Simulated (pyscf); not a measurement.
Single points on ωB97X-D3(BJ)/def2-SVP structures (PySCF, gas phase).

Q: PBE/def2-TZVP puts the barrier of GeH₂ (SMILES [GeH2]) [singlet] + H₃Si–SiH₃ (SMILES [SiH3][SiH3]) → H₃Si–SiH₂–GeH₃ (SMILES [SiH3][SiH2][GeH3]) (insertion; singlet surface; H–Si broken, Ge–Si, Ge–H formed) at -11.8 kcal/mol and the reaction energy at -45.2 kcal/mol, from the separated reactants. What do PBE0-D3(BJ)/def2-TZVP, M06-2X/def2-TZVP, ωB97M-D3(BJ)/def2-TZVP give on the same structures?

A: PBE0-D3(BJ): ΔE‡ = -12.3 kcal/mol, ΔE = -49.1 kcal/mol; M06-2X: ΔE‡ = -5.4 kcal/mol, ΔE = -42.7 kcal/mol; ωB97M-D3(BJ): ΔE‡ = -4.1 kcal/mol, ΔE = -42.0 kcal/mol. PBE's barrier lies among them. Its reaction energy lies among theirs. On the reactant side the descent ends in an adduct with a Ge–Si contact, 13.7 kcal/mol under the separated species and 3.7 kcal/mol under the saddle at ωB97X-D3(BJ)/def2-TZVP. At PBE, PBE0-D3(BJ), M06-2X, ωB97M-D3(BJ) the saddle lies under the separated reactants, which points to a path from their complex (located at ωB97X-D3(BJ) alone). What is counted as formed (Ge–Si) is already present as a longer contact in the reactant adduct; forming that adduct is a step of its own. At ωB97X-D3(BJ) the barrier from the zero used here is -10.0 kcal/mol. This is the saddle that the search found; another between the same sides may lie lower. Elements up to Kr have no core potential and no relativistic terms here.
